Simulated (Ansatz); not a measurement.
**BNH+ (singlet): from Hartree-Fock to the top rungs, cc-pVTZ**

An exercise on one series of results from a longer session: the logs are not shown, and one member is left open.

Program: Ansatz 0.2.0, Gaussian basis. Level of theory: cc-pVTZ, core rule «outside noble gas», up to 2 orbitals frozen. These are calculated values, not measurements.

The runs, in order: UHF; CCSD(T) on RHF; CCSD(T) on UHF; BCCD(T) on RHF; CCSDT(Q) on RHF; CCSDT(Q) on UHF.

5 further runs of the same task are left out: 2 for a known fault of the program, 3 set aside as unsound or not needed.

## The system

The geometry is a PBE0/def2-TZVP stationary point (not a proven minimum) of the parent state, kept for this charge and spin.

3 atoms, charge 1, spin multiplicity 1.

Atoms are counted from 1 here; the program's logs count them from 0.

Bond lengths: B1–N2 1.234 Å, N2–H3 0.993 Å. Angles: B1–N2–H3 180.0°.

The first run:

in.yaml reads:

```yaml
crystal:
  periodic: [false, false, false]
  atoms:
    - {symbol: B, position_ang: [0.000000, 0.000000, 1.153245]}
    - {symbol: N, position_ang: [0.000000, 0.000000, -0.080303]}
    - {symbol: H, position_ang: [0.000000, 0.000000, -1.072942]}
basis:
  gaussian: {orbitals: cc-pVTZ}
total_charge: 1
magnetization: {spin_polarized: true, initial_magnetization: 0}
hamiltonian: {xc: hf}
output: {orbitals: {seedname: orbitals}}
```

Command:

```bash
$ ansatz run in.yaml --threads 1 --pin off --events-out ev --progress --plain --max-ram 2816MiB --backend cpu
```

Steps of the session up to this table: UHF; CCSD(T) on RHF; CCSD(T) on UHF; BCCD(T) on RHF; CCSDT(Q) on RHF; CCSDT(Q) on UHF.

One table of the session follows, with a row left open; its other results are not shown here.

It belongs to the step «Misses and costs». 

```
   method  from RCCSDT(Q) (meV)
      RHF               +8100.0
      UHF               +6123.4
     RMP2                +521.0
     UMP2                +741.7
    RCCSD                +446.0
    UCCSD                +195.3
 RCCSD(T)                 +40.7
 UCCSD(T)                 -23.6
  BCCD(T)                 +42.3
   RCCSDT                 +35.4
   UCCSDT                     ?
RCCSDT(Q)                     0
UCCSDT(Q)                -171.5
```

**Question.** Estimate the row for UCCSDT.

**Answer.** from RCCSDT(Q) (meV): -119.5. In the column «from RCCSDT(Q) (meV)» it lies between UCCSDT(Q) (-171.5) and UCCSD(T) (-23.6).

The program flags UCCSD(T), UCCSDT(Q) as in doubt (see the logs), so those rows may rest on another solution; read them beside their warnings.

Caveats from the session: The determinant is far from a pure spin state, so its energy mixes those of several spin states (harmless only where they are near-degenerate, as at dissociation). The program flags UCCSD(T), UCCSDT(Q) as in doubt, so those rows may rest on another solution; read them beside their warnings. Warnings: restricted reference is unstable; spin contamination. Restricted and unrestricted rows rest on different reference determinants; where their highest levels disagree by more than a few hundredths of an eV, they describe different states and don't form one ladder.
